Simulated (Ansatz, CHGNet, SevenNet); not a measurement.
# Zinc-blende AlP: properties by level of theory

```json
[
 {"level (code)": "CHGNet 0.3.0 (CHGNet)", "elastic constant C11 (GPa)": "92.7", "elastic constant C44 (GPa)": "14.1", "Voigt–Reuss–Hill shear modulus (GPa)": "7.8"},
 {"level (code)": "SevenNet-0 (SevenNet)", "elastic constant C11 (GPa)": "114", "elastic constant C44 (GPa)": "39.4", "Voigt–Reuss–Hill shear modulus (GPa)": "30.7"},
 {"level (code)": "B3LYP (VWN-RPA form) (Ansatz)", "elastic constant C11 (GPa)": "135", "elastic constant C44 (GPa)": "68.4", "Voigt–Reuss–Hill shear modulus (GPa)": "53.9"}
]
```

Ansatz's density-functional and Hartree–Fock values are scalar-relativistic unless marked +SOC, with PAW data made under PBE.

Unless a cell is named, each level is at its own relaxed cell (CHGNet 0.3.0 20.93, SevenNet-0 20.84, B3LYP (VWN-RPA form) 20.99 Å³/atom).

Computed values are for the static lattice.

Ansatz is a program for electronic structure.
